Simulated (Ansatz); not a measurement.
Potential energy curve for LiH, singlet.

Levels of theory: UKS-PBE = Ansatz (a program for electronic structure) with unrestricted PBE/cc-pVDZ; FCI = full CI/cc-pVDZ, frozen core (Ansatz); RCCSD = CCSD on RHF/cc-pVDZ, frozen core (Ansatz).

Total energies in hartree (comparable only within one method and basis):

```tsv
R / Å	UKS-PBE	FCI	RCCSD
1.21	-8.01158	-7.98314	-7.98314
1.29	-8.02443	-7.99634	-7.99634
1.34	-8.03021	-8.00227	-8.00227
1.46	-8.03879	-8.01106	-8.01106
1.51	-8.04064	-8.01295	-8.01295
1.53	-8.04115	-8.01347	-8.01347
1.60	-8.04207	-8.01440	-8.01440
1.65	-8.04201	-8.01434	-8.01434
1.70	-8.04146	-8.01377	-8.01377
1.76	-8.04028	-8.01253	-8.01253
1.86	-8.03729	-8.00944	-8.00944
1.98	-8.03252	-8.00452	-8.00452
2.14	-8.02499	-7.99677	-7.99677
2.43	-8.01011	-7.98167	-7.98167
2.61	-8.00101	-7.97265	-7.97265
2.90	-7.98798	-7.95977	-7.95977
3.19	-7.97840	-7.94962	-7.94962
3.53	-7.97062	-7.94146	-7.94146
3.96	-7.96444	-7.93587	-7.93588
4.34	-7.96126	-7.93362	-7.93362
4.70	-7.95963	-7.93262	-7.93262
5.60	-7.95917	-7.93185	—
6.30	-7.95910	-7.93174	—
```

Dashes: no converged value, or the column stops at the first point that the program doubted or that broke a chosen test of continuity, which isn't proof of a fault.

The unrestricted determinant behind UKS-PBE is spin-contaminated at 2.90 to 6.30 Å (<S²> up to 1.0, against 0.00 for a pure singlet). With two correlated electrons CCSD is exact in the basis where it finds the lowest root (RCCSD).
